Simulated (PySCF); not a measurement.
# How methods differ on the ionisation energy of Ne

Ne [Ne] (1S) → Ne⁺ [He] 2s2 2p5 (2P), as a difference of total energies. Computed with PySCF 2.14 in x2c-TZVPPall (5s3p2d1f, 31 functions), with scalar relativity by spin-free X2C-1e. Correlated levels: valence: 1s2 frozen. The calculations carry no spin-orbit coupling.

| method | ionisation energy (eV) | plus first-order spin-orbit estimate | error of that sum (eV) |
| --- | --- | --- | --- |
| UHF | 19.653 | 19.620 | -1.945 |
| MP2 (valence) | 21.517 | 21.484 | -0.081 |
| SCS-MP2 (valence) | 21.370 | 21.337 | -0.228 |
| CCSD (valence) | 21.256 | 21.223 | -0.342 |
| CCSD(T) (valence) | 21.304 | 21.271 | -0.294 |
| CCSDT (valence) | 21.301 | 21.268 | -0.297 |

Reference: 21.565 eV (measured; NIST Atomic Spectra Database, ionization energies).

A first-order spin-orbit estimate (lowest level to lowest level, LS coupling) adds -0.033 eV.

Errors of the correlated levels include the incompleteness of this basis and the frozen core.
